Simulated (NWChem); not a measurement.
System: ethanol (C₂H₆O); SMILES CCO

The following NWChem deck was run.

```
start job
memory heap 200 mb stack 900 mb global 1100 mb
geometry units angstroms noautosym nocenter noautoz
  C      0.248698    -1.203641     0.033018
  C     -0.541542     0.090016    -0.018908
  O      0.265684     1.233055     0.084748
  H     -0.416728    -2.080766     0.008403
  H      0.852809    -1.250118     0.951796
  H      0.934462    -1.285843    -0.827244
  H     -1.165352     0.112434    -0.936439
  H     -1.242518     0.134033     0.830254
  H      0.876841     1.231942    -0.659191
end
basis spherical
  * library 6-31g*
end
dft
  xc m06-2x
  iterations 150
end
cosmo
  do_cosmo_smd true
  solvent water
end
task dft energy
```

Structure relaxed at the PBE0/def2-SVP level. Solvent: water.

Level: M06-2X/6-31G* with SMD (1 M gas to 1 M solution), gas-phase geometry.

Give the results of this calculation. (M06-2X/6-31G* (spherical d), SMD on the gas-phase geometry.) Quantities: solvation free energy (kcal/mol); cavity-dispersion-structure term (kcal/mol); dipole in solution (D).


```
Property                                     Result
-------------------------------------------  ------
solvation free energy (kcal/mol)               -4.8
cavity-dispersion-structure term (kcal/mol)     2.4
dipole in solution (D)                         2.21
```
